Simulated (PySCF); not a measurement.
# One shape, several levels: C4H8 (isobutene)

Wanted: a comparison of 5 runs (HF/STO-3G, HF/cc-pVDZ, B3LYP/6-31G*, wB97X/cc-pVDZ, CAM-B3LYP/6-311G**) of C4H8 (isobutene). Input form: a Python script.

The calculation is run with PySCF 2.14.0.

## Step 1: Starting point

The species is C4H8 (12 atoms), meant as a singlet with charge 0. As SMILES, `C=C(C)C`. Geometry: relaxed at PBE0-D4/def2-TZVP.

Bond lengths: C1–C2 1.329 Å, C2–C3 1.496 Å, C2–C4 1.496 Å, C1–H5 1.085 Å, C1–H6 1.085 Å, C3–H7 1.095 Å, C3–H8 1.091 Å, C3–H9 1.095 Å, C4–H10 1.095 Å, C4–H11 1.091 Å, C4–H12 1.095 Å. Some angles: C1–C2–C3 122.2°, C1–C2–C4 122.2°, C3–C2–C4 115.7°, C2–C1–H5 121.4°, C2–C1–H6 121.4°, C2–C3–H7 110.8°, C2–C3–H8 111.8°, C2–C3–H9 110.8°, C2–C4–H10 110.8°, C2–C4–H11 111.8°.

## Step 2: Energy and gradient at HF/STO-3G (run 1)

job.py

```python
import pyscf.grad
from pyscf import gto

system = gto.Mole()
system.atom = '''
C     -1.084930     2.667311    -0.474113
C     -0.151386     0.371690    -0.066103
C      0.100080    -0.710102     2.532970
C      0.716395    -1.296503    -2.176265
H     -1.257575     3.430117    -2.368507
H     -1.708501     3.858386     1.072798
H     -0.976365    -2.469702     2.702894
H     -0.565387     0.601481     3.976570
H      2.072330    -1.186200     2.942171
H     -0.337014    -3.078118    -2.184070
H      0.480557    -0.393403    -4.013627
H      2.711833    -1.794975    -1.944717
'''
system.verbose = 4
system.max_memory = 1860
system.basis = 'sto-3g'
system.charge = 0
system.unit = 'bohr'
system.build()

hf = system.RHF()
hf.conv_tol = 1e-10
hf.kernel()
if not hf.converged:
    hf = hf.newton().run(hf.mo_coeff, hf.mo_occ)

energy = hf.e_tot
print('Final energy', energy)
grad = hf.Gradients().kernel()
hf.analyze()
```

Started as:

```console
OMP_NUM_THREADS=1 python job.py
```

Output:

```text
PySCF version 2.14.0

[... 64 lines left out ...]
converged SCF energy = -154.243721502333
[... 18 lines left out ...]
DFT Exchange-Correlation Energy =      -23.637272952616655
[... 8 lines left out ...]
MO #7   energy= -0.879375667104388 occ= 2
[... 6 lines left out ...]
MO #14  energy= -0.466056301992224 occ= 2
[... 6 lines left out ...]
MO #21  energy= 0.70128014044334   occ= 0
[... 6 lines left out ...]
MO #28  energy= 1.06218270770831   occ= 0
[... 43 lines left out ...]
Dipole moment(X, Y, Z, Debye):  0.15053, -0.37068,  0.06586
```

Run time: 1.6 s. Hardware: 1 thread of Intel Xeon at 2.70GHz, shared host; peak memory 0.12 GiB.

## Step 3: Energy and gradient at HF/cc-pVDZ (run 2)

calc.py

```python
import pyscf.grad
from pyscf import gto

mol = gto.M(
    atom='''
C       -0.574120       1.411480      -0.250890
C       -0.080110       0.196690      -0.034980
C        0.052960      -0.375770       1.340390
C        0.379100      -0.686080      -1.151630
H       -0.665480       1.815140      -1.253360
H       -0.904100       2.041770       0.567700
H       -0.516670      -1.306910       1.430310
H       -0.299190       0.318290       2.104310
H        1.096630      -0.627710       1.556930
H       -0.178340      -1.628870      -1.155760
H        0.254300      -0.208180      -2.123920
H        1.435040      -0.949860      -1.029100
''',
    basis='cc-pvdz',
    verbose=3,
    max_memory=1860,
)

mf = mol.RHF()
mf.conv_tol = 1e-10
mf.kernel()
if not mf.converged:
    mf = mf.newton().run(mf.mo_coeff, mf.mo_occ)

e_tot = mf.e_tot
print('E = %.10f Eh' % e_tot)
grad = mf.Gradients().kernel()
mf.analyze()
```

Started as:

```console
OMP_NUM_THREADS=1 python calc.py
```

Output:

```text
converged SCF energy = -156.123983151168
[... 25 lines left out ...]
MO #16  energy= -0.344899575079887 occ= 2
[... 15 lines left out ...]
MO #32  energy= 0.642342821809444  occ= 0
[... 15 lines left out ...]
MO #48  energy= 1.02145886311819   occ= 0
[... 15 lines left out ...]
MO #64  energy= 1.84813962374946   occ= 0
[... 15 lines left out ...]
MO #80  energy= 2.31801700529995   occ= 0
[... 15 lines left out ...]
MO #96  energy= 3.26984751435543   occ= 0
[... 13 lines left out ...]
Dipole moment(X, Y, Z, Debye):  0.20546, -0.50595,  0.08989
```

Wall time 11 s (1 thread of Intel Xeon at 2.70GHz, shared host); peak memory 0.2 GiB.

Runs 3 to 4 aren't shown in full; the table further down has their settings and results.

## Step 4: Energy and gradient at CAM-B3LYP/6-311G(d,p) (run 5)

geometry.xyz

```xyz
12
C4H8
C     -0.574120     1.411480    -0.250890
C     -0.080110     0.196690    -0.034980
C      0.052960    -0.375770     1.340390
C      0.379100    -0.686080    -1.151630
H     -0.665480     1.815140    -1.253360
H     -0.904100     2.041770     0.567700
H     -0.516670    -1.306910     1.430310
H     -0.299190     0.318290     2.104310
H      1.096630    -0.627710     1.556930
H     -0.178340    -1.628870    -1.155760
H      0.254300    -0.208180    -2.123920
H      1.435040    -0.949860    -1.029100
```

input.py

```python
# C=C(C)C
from pyscf import gto, dft

mol = gto.Mole()
mol.atom = 'geometry.xyz'
mol.max_memory = 1860
mol.basis = '6-311g**'
mol.verbose = 4
mol.build()

ks = dft.RKS(mol)
ks.xc = 'cam-b3lyp'
ks.conv_tol = 1e-10
ks.grids.level = 5
ks.kernel()
if not ks.converged:
    ks = ks.newton().run(ks.mo_coeff, ks.mo_occ)

e_tot = ks.e_tot
print('E(%s) = %.9f' % ('CAM-B3LYP', e_tot))
grad = ks.nuc_grad_method().kernel()
ks.analyze()
```

Started as:

```console
OMP_NUM_THREADS=1 python input.py
```

Output:

```text
PySCF version 2.14.0

[... 112 lines left out ...]
MO #10  energy= -0.515159516877012 occ= 2
[... 21 lines left out ...]
MO #32  energy= 0.409746149834451  occ= 0
[... 21 lines left out ...]
MO #54  energy= 1.08835430965414   occ= 0
[... 21 lines left out ...]
MO #76  energy= 1.94467068383879   occ= 0
[... 21 lines left out ...]
MO #98  energy= 2.67797222422963   occ= 0
[... 21 lines left out ...]
MO #120 energy= 24.3459583696236   occ= 0
[... 135 lines left out ...]
Dipole moment(X, Y, Z, Debye):  0.20306, -0.50002,  0.08883
```

Run time: 86 s. Hardware: 1 thread of Intel Xeon at 2.70GHz, shared host; peak memory 1.3 GiB.

## Step 5: Overview of the runs

| run | level | integration grid | energy (Eh) | dipole moment (D) | HOMO energy (eV) | LUMO energy (eV) | wall time |
| --- | --- | --- | --- | --- | --- | --- | --- |
| 1 | HF/STO-3G | – | -154.243722 | 0.41 | -8.01 | 8.77 | 1.6 s |
| 2 | HF/cc-pVDZ | – | -156.123983 | 0.55 | -9.39 | 4.87 | 11 s |
| 3 | B3LYP/6-31G* (spherical functions) | 5 | -157.223821 | 0.52 | -6.52 | 0.90 | 27 s |
| 4 | wB97X/cc-pVDZ | 5 | -157.184767 | 0.59 | -9.28 | 3.12 | 56 s |
| 5 | CAM-B3LYP/6-311G** | 5 | -157.167083 | 0.55 | -8.31 | 1.90 | 86 s |

## Step 6: Results

| quantity | value |
| --- | --- |
| run 5: total energy | -157.16708 Eh |
| run 5: dipole moment | 0.55 D |
| run 5: HOMO energy | -8.31 eV |
| run 5: LUMO energy | 1.90 eV |
| run 5: HOMO–LUMO gap | 10.21 eV |
| run 5: largest force on an atom | 0.337 eV/Å |

What this shows: The dipole moment (its size) runs from 0.41 D (HF/STO-3G) to 0.59 D (wB97X/cc-pVDZ). The two ends differ in method and basis. The HOMO–LUMO gap runs from 7.43 eV (B3LYP/6-31G*) to 16.78 eV (HF/STO-3G). Totals of different functionals can't be ranked against each other. In run 1 the basis is minimal, so the values are rough. All runs together took 3 min, the longest 86 s.
